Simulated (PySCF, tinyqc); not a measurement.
Inside a calculation. Method: RHF in the sto-3g basis, for OH-, spin multiplicity 1. The basis has no diffuse functions, so it cannot describe the extra electron: this is an exercise in the method, not the real anion. The lowest restricted solution is unstable here: a spin-polarised one lies 0.0141 hartree lower (PySCF). One step of it, computed by the program tinyqc.

Task: Iteration 1: building the Fock matrix. J_ij = sum D_kl (ij|kl), K_ij = sum D_kl (ik|jl); F = H + J - 0.5 K; E = tr D H + tr D J / 2 - 0.25 tr D K + E_nn.

D at the start, order 1O 1s, 1O 2s, 1O 2px, 1O 2py, 1O 2pz, 2H 1s:
$$\begin{pmatrix}
2.113897 & -0.482005 & 0.000000 & 0.000000 & 0.014992 & -0.061721 \\
-0.482005 & 2.043066 & 0.000000 & 0.000000 & -0.055698 & 0.197408 \\
0.000000 & 0.000000 & 2.000000 & 0.000000 & 0.000000 & 0.000000 \\
0.000000 & 0.000000 & 0.000000 & 2.000000 & 0.000000 & 0.000000 \\
0.014992 & -0.055698 & 0.000000 & 0.000000 & 1.960835 & 0.113727 \\
-0.061721 & 0.197408 & 0.000000 & 0.000000 & 0.113727 & 0.026431
\end{pmatrix}$$

core Hamiltonian H = T + V (hartree), order 1O 1s, 1O 2s, 1O 2px, 1O 2py, 1O 2pz, 2H 1s:
$$\begin{pmatrix}
-31.924715 & -7.424341 & 0.000000 & 0.000000 & -0.004864 & -0.307061 \\
-7.424341 & -8.553241 & 0.000000 & 0.000000 & -0.061377 & -0.854413 \\
0.000000 & 0.000000 & -6.751380 & 0.000000 & 0.000000 & 0.000000 \\
0.000000 & 0.000000 & 0.000000 & -6.751380 & 0.000000 & 0.000000 \\
-0.004864 & -0.061377 & 0.000000 & 0.000000 & -6.777729 & -0.729400 \\
-0.307061 & -0.854413 & 0.000000 & 0.000000 & -0.729400 & -2.938350
\end{pmatrix}$$

Two-electron integrals (ij|kl) in chemists' order, unique and non-zero (hartree):
```
(11|11) 4.785065   (21|11) 0.741380   (21|21) 0.136873   (22|11) 1.118947
(22|21) 0.256633   (22|22) 0.817206   (31|31) 0.024477   (32|31) 0.037809
(32|32) 0.180518   (33|11) 1.115814   (33|21) 0.256684   (33|22) 0.817023
(33|33) 0.880159   (41|41) 0.024477   (42|41) 0.037809   (42|42) 0.180518
(43|43) 0.047444   (44|11) 1.115814   (44|21) 0.256684   (44|22) 0.817023
(44|33) 0.785270   (44|44) 0.880159   (51|51) 0.024477   (52|51) 0.037809
(52|52) 0.180518   (53|53) 0.047444   (54|54) 0.047444   (55|11) 1.115814
(55|21) 0.256684   (55|22) 0.817023   (55|33) 0.785270   (55|44) 0.785270
(55|55) 0.880159   (61|11) 0.030736   (61|21) 0.005631   (61|22) 0.010509
(61|33) 0.010495   (61|44) 0.010495   (61|51) 0.000238   (61|52) 0.000453
(61|55) 0.010540   (61|61) 0.000234   (62|11) 0.095513   (62|21) 0.022273
(62|22) 0.081512   (62|33) 0.080123   (62|44) 0.080123   (62|51) 0.001624
(62|52) 0.013946   (62|55) 0.084207   (62|61) 0.000934   (62|62) 0.011425
(63|31) 0.002055   (63|32) 0.012953   (63|53) 0.002738   (63|63) 0.001443
(64|41) 0.002055   (64|42) 0.012953   (64|54) 0.002738   (64|64) 0.001443
(65|11) 0.080288   (65|21) 0.018932   (65|22) 0.074093   (65|33) 0.071158
(65|44) 0.071158   (65|51) 0.003134   (65|52) 0.023828   (65|55) 0.079878
(65|61) 0.000816   (65|62) 0.012650   (65|65) 0.015284   (66|11) 0.308947
(66|21) 0.073115   (66|22) 0.307766   (66|33) 0.299861   (66|44) 0.299861
(66|51) 0.004786   (66|52) 0.059101   (66|55) 0.323446   (66|61) 0.003061
(66|62) 0.061900   (66|65) 0.079499   (66|66) 0.774606
```

nuclear repulsion = 2.47568286 hartree

Give: Coulomb J; exchange K; Fock matrix F; total energy of this density.

Result:

Coulomb J (hartree), order 1O 1s, 1O 2s, 1O 2px, 1O 2py, 1O 2pz, 2H 1s:
$$\begin{pmatrix}
18.398 & 3.504 & 0.000 & 0.000 & -0.002 & 0.144 \\
3.504 & 8.714 & 0.000 & 0.000 & -0.007 & 0.840 \\
0.000 & 0.000 & 8.706 & 0.000 & 0.000 & 0.000 \\
0.000 & 0.000 & 0.000 & 8.706 & 0.000 & 0.000 \\
-0.002 & -0.007 & 0.000 & 0.000 & 8.706 & 0.752 \\
0.144 & 0.840 & 0.000 & 0.000 & 0.752 & 3.101
\end{pmatrix}$$

exchange K (hartree), order 1O 1s, 1O 2s, 1O 2px, 1O 2py, 1O 2pz, 2H 1s:
$$\begin{pmatrix}
9.824 & 1.712 & 0.000 & 0.000 & 0.001 & 0.072 \\
1.712 & 2.820 & 0.000 & 0.000 & -0.022 & 0.325 \\
0.000 & 0.000 & 2.338 & 0.000 & 0.000 & 0.000 \\
0.000 & 0.000 & 0.000 & 2.338 & 0.000 & 0.000 \\
0.001 & -0.022 & 0.000 & 0.000 & 2.327 & 0.244 \\
0.072 & 0.325 & 0.000 & 0.000 & 0.244 & 0.120
\end{pmatrix}$$

Fock matrix F (hartree), order 1O 1s, 1O 2s, 1O 2px, 1O 2py, 1O 2pz, 2H 1s:
$$\begin{pmatrix}
-18.439 & -4.776 & 0.000 & 0.000 & -0.007 & -0.199 \\
-4.776 & -1.250 & 0.000 & 0.000 & -0.057 & -0.177 \\
0.000 & 0.000 & 0.785 & 0.000 & 0.000 & 0.000 \\
0.000 & 0.000 & 0.000 & 0.785 & 0.000 & 0.000 \\
-0.007 & -0.057 & 0.000 & 0.000 & 0.765 & -0.099 \\
-0.199 & -0.177 & 0.000 & 0.000 & -0.099 & 0.103
\end{pmatrix}$$

total energy of this density = -73.01467 hartree
